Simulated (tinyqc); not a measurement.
Inside a calculation. Method: harmonic frequencies on the UHF/sto-6g surface (energies and gradients from PySCF), for NH, spin multiplicity 3. Computed by tinyqc, a small Python program that keeps every step (integrals from PySCF). Settings: charge = 0, multiplicity = 3, basis = sto-6g, delta = 0.002. Command: `OMP_NUM_THREADS=1 python tinyqc.py 29964 29965 out.jsonl` (the two numbers bound the seeds that draw the settings). One thread of a shared host (Intel(R) Xeon(R) Processor @ 2.60GHz), about 1 s of CPU time with the checks.

## One row of the Hessian: 2Hz

optimised positions (bohr), order 1N, 2H:
```
[[0.000000, 0.000000, -0.018829],
 [0.000000, 0.000000, 2.020049]]
```

gradient at +delta (hartree/bohr), order 1N, 2H:
```
[[0.00000000, 0.00000000, -0.00089079],
 [0.00000000, 0.00000000, 0.00089079]]
```

gradient at -delta (hartree/bohr), order 1N, 2H:
```
[[0.00000000, 0.00000000, 0.00093564],
 [0.00000000, 0.00000000, -0.00093564]]
```

Displace 2Hz by +/-0.002 bohr; H(k, :) = (g(+) - g(-)) / (2 delta).

row of the Hessian (hartree/bohr^2): [0.00000000, 0.00000000, -0.45660746, 0.00000000, 0.00000000, 0.45660746]

## Hessian by finite differences

All rows are made in the same way, and the matrix is symmetrised.

Hessian (symmetrised) (hartree/bohr^2), order 1Nx, 1Ny, 1Nz, 2Hx, 2Hy, 2Hz:
```
[[-0.00000946, 0.00000000, 0.00000000, 0.00000946, 0.00000000, 0.00000000],
 [0.00000000, -0.00000946, 0.00000000, 0.00000000, 0.00000946, 0.00000000],
 [0.00000000, 0.00000000, 0.45660746, 0.00000000, 0.00000000, -0.45660746],
 [0.00000946, 0.00000000, 0.00000000, -0.00000946, 0.00000000, 0.00000000],
 [0.00000000, 0.00000946, 0.00000000, 0.00000000, -0.00000946, 0.00000000],
 [0.00000000, 0.00000000, -0.45660746, 0.00000000, 0.00000000, 0.45660746]]
```

## Normal modes

masses (u): [14.003074, 1.007825]

Diagonalise H_ij / sqrt(m_i m_j); the 5 smallest eigenvalues belong to translations and rotations; wavenumber = sqrt(eigenvalue / 1822.888) x 219474.63; each mode has its largest component positive (the first on a tie); zero-point energy = sum of wavenumbers / 2, with 349.755 1/cm per kcal/mol.

eigenvalues of the mass-weighted Hessian (hartree/(bohr^2 u)): [-0.000010, -0.000010, 0.000000, 0.000000, 0.000000, 0.485670]

harmonic wavenumbers of the vibrations (1/cm): [3582.4]

mass-weighted modes, order 1Nx, 1Ny, 1Nz, 2Hx, 2Hy, 2Hz:
```
[[0.000000],
 [0.000000],
 [-0.259113],
 [0.000000],
 [0.000000],
 [0.965847]]
```

zero-point energy = 5.121307 kcal/mol
